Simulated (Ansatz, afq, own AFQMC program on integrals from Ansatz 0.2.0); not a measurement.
**Al2H3, doublet: AFQMC among the cluster methods**

```xyz
5

Al    0.0000    0.0000    1.2080
Al    0.0000    0.0000   -1.2475
H     0.0000    1.4042    1.9470
H     0.0000   -1.4042    1.9470
H     0.0000    0.0000   -2.8369
```

Connectivity, by distances: AlH2–AlH.

Basis cc-pVDZ. Only valence electrons are correlated. Ansatz 0.2.0 and our own AFQMC program on the same integrals; the CISD trial comes from CCSD amplitudes, and released means the phaseless constraint is let go. Error bars are statistical, one sigma.

Determinant: UHF, the one that the program's search chose, which needn't be the lowest solution. The geometry is a point of a scan.

No full CI on the walks' own integrals is used here; CCSDT(Q) serves as the reference and is uncertain by about the last step of the cluster series.

The T1 diagnostic is 0.0195, the weight of the determinant in the CISD state is 0.882 and the ⟨S²⟩ of the determinant is 0.764. The size of the correlated space is 9 electrons in 41 orbitals.

Reference: CCSDT(Q), correlation energy -4.322 eV. The released energy is read at 2.40 1/Eh (meV from the phaseless value at times in 1/Eh: -8 ± 9 at 0.24, -4 ± 8 at 0.51, -12 ± 9 at 0.99, -9 ± 8 at 1.62, -3 ± 9 at 2.40).

```json
{"level": "HF", "E − E(reference) (kcal/mol)": "99.68", "share of correlation (%)": "0.00"}
{"level": "MP2", "E − E(reference) (kcal/mol)": "26.44", "share of correlation (%)": "73.47"}
{"level": "CCSD", "E − E(reference) (kcal/mol)": "3.24", "share of correlation (%)": "96.75"}
{"level": "CCSD(T)", "E − E(reference) (kcal/mol)": "0.88", "share of correlation (%)": "99.11"}
{"level": "CCSDT", "E − E(reference) (kcal/mol)": "0.11", "share of correlation (%)": "99.89"}
{"level": "ph-AFQMC/HF", "E − E(reference) (kcal/mol)": "-1.15 ± 0.86", "share of correlation (%)": "101.15"}
{"level": "ph-AFQMC/CISD", "E − E(reference) (kcal/mol)": "0.33 ± 0.15", "share of correlation (%)": "99.67"}
{"level": "released AFQMC", "E − E(reference) (kcal/mol)": "0.26 ± 0.22", "share of correlation (%)": "99.74"}
```

A walk keeps the symmetry of its determinant, which the program's search chose and which needn't be the lowest solution, so a lower state of the same spin and another symmetry isn't excluded. Released energies are given only where the last usable release times agree within the noise; a slower fall can still hide under it.
